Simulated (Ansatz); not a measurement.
## Naphthalene C₁₀H₈

The numbers are results of PBE0-D4 in Ansatz (plane waves, PAW), not measurements.

Settings: plane-wave cutoff 500 eV, 4×4×2 k mesh (along the axes of the cell as run), gaussian smearing 0.02 eV, scalar-relativistic PAW data made under PBE.

Cell (relaxed at this level):

Space group P2₁/c (No. 14); a = 7.7732 Å, b = 5.8747 Å, c = 8.0296 Å, α = 90.00°, β = 114.05°, γ = 90.00°

```tsv
atom	site	symmetry	x	y	z
C	4e	1	0.6723	0.4802	0.2533
C	4e	1	0.2221	0.8350	0.1104
C	4e	1	0.9627	0.1066	0.0107
C	4e	1	0.0752	0.2534	0.1520
C	4e	1	0.2536	0.1916	0.2680
H	4e	1	0.5311	0.4316	0.1612
H	4e	1	0.2779	0.6720	0.0937
H	4e	1	0.0175	0.4156	0.1678
H	4e	1	0.3376	0.3055	0.3769
```

* **equilibrium volume per atom**: 9.30 Å³/atom

Measured, for comparison: equilibrium volume per atom 9.47 Å³/atom (10 K, zero-point motion not removed, unit-cell volume / atoms in the cell; as tabulated in Loboda et al. (2018), arXiv:1809.09959). Computed (rounded) less measured: equilibrium volume per atom -1.8 %.

Ansatz is a first-principles code.
